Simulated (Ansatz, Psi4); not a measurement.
**CH3F (fluoromethane): from total energies to a heat of formation**

CH3F has 5 atoms, charge 0, and is taken as a singlet. SMILES: `CF`. The coordinates come from a PBE0-D4/def2-TZVP relaxation.

```xyz
5

C    -0.0507    0.0329    0.0078
F     1.0941   -0.7105   -0.1686
H    -0.9187   -0.6269   -0.0580
H    -0.1048    0.7960   -0.7720
H    -0.0198    0.5085    0.9907
```

Total energies at MP2/def2-TZVPP, 2 core orbitals frozen (Psi4 1.11); the atoms run unrestricted:

```tsv
species	state	energy (Eh)
CH3F	singlet	-139.534336
C	triplet	-37.758589
F	doublet	-99.609589
H	doublet	-0.499810
```

Harmonic wavenumbers at PBE0-D4/def2-TZVP, in cm⁻¹: 1097, 1199, 1199, 1485, 1489, 1489, 3044, 3131, 3131.

Measured heats of formation of the gaseous atoms at 298.15 K, in kJ/mol: C 716.9, F 79.4, H 218.0. Spin-orbit lowering of the atoms at 298 K (mean of the ground term's levels less their thermal mean, from spectra), in kJ/mol: C 0.02, F 1.29. Take 1 Eh = 2625.50 kJ/mol, 1 cm⁻¹ = 0.0119627 kJ/mol, RT = 2.479 kJ/mol.

Problem. What heat of formation follows?

Solution. 
1. Electronic atomisation energy: (-37.758589) + (-99.609589) + 3 × (-0.499810) − (-139.534336) = 0.666728 Eh = 1750.5 kJ/mol.
2. Zero-point energy: half the sum of the wavenumbers, 8632 cm⁻¹ = 103.3 kJ/mol.
3. Thermal vibrational enthalpy, Σ hcν̃/(exp(hcν̃/kT) − 1): 0.2 kJ/mol. Translation, rotation and pV of a non-linear molecule: 4 RT = 9.9 kJ/mol.
4. The 5 free atoms carry 5/2 RT each: 31.0 kJ/mol.
5. Spin-orbit coupling lowers the free atoms by 0.02 + 1.29 = 1.3 kJ/mol.
6. Atomisation enthalpy at 298 K: 1750.5 − 1.3 − 103.3 − 0.2 − 9.9 + 31.0 = 1666.8 kJ/mol.
7. Sum of the atoms' heats of formation: 1450.3 kJ/mol. Heat of formation: 1450.3 − 1666.8 = -216.5 kJ/mol.

The tabulated value is -236.6 kJ/mol (Active Thermochemical Tables), so this level is off by +20.1 kJ/mol, or 1.2 % of the atomisation enthalpy that the table implies (1686.8 kJ/mol). Perturbation theory converges slowly with the basis for atomisation. Anharmonicity and any spin-orbit splitting of the molecule are left out, and so is core correlation.
